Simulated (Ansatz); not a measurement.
## Structure optimisation: nickel, fcc

All numbers below come from Ansatz 0.2.0, DFT, PBEsol, plane waves (420 eV) with PAW, scalar-relativistic. The PAW files were generated under PBE, with cores re-solved for the functional.

k-point mesh 15×15×15, Fermi-Dirac smearing 0.05 eV, starting moments 0.80 μB. Cell and atoms relax.

Starting structure:

```xyz
1
Lattice="0.0000 1.7619 1.7619 1.7619 0.0000 1.7619 1.7619 1.7619 0.0000" Properties=species:S:1:pos:R:3 pbc="T T T"
Ni    0.0000    0.0000    0.0000
```

What cell does the relaxation end in?

Fm-3m (spin ignored) with a = 3.464 Å; 10.39 Å³ per atom against 10.94 at the start (-5.0 %).

How much energy does the relaxation gain?

18.8 meV per atom.

Path of the relaxation (the plane waves are chosen anew near the end, which can shift the energy a little):

```json
{"step": "0", "E − E(final) (meV/atom)": "18.82", "V (Å³/atom)": "10.940", "P (GPa)": "-10.47", "max force (eV/Å)": "0.000"}
{"step": "1", "E − E(final) (meV/atom)": "4.38", "V (Å³/atom)": "10.652", "P (GPa)": "-5.39", "max force (eV/Å)": "0.000"}
{"step": "2", "E − E(final) (meV/atom)": "-0.17", "V (Å³/atom)": "10.363", "P (GPa)": "0.61", "max force (eV/Å)": "0.000"}
{"step": "3", "E − E(final) (meV/atom)": "-0.21", "V (Å³/atom)": "10.391", "P (GPa)": "0.00", "max force (eV/Å)": "0.000"}
{"step": "4", "E − E(final) (meV/atom)": "0.00", "V (Å³/atom)": "10.391", "P (GPa)": "0.03", "max force (eV/Å)": "0.000"}
```

Which magnetic state does it end in?

ferromagnetic, net 0.65 μB per atom; moments 0.68 μB.
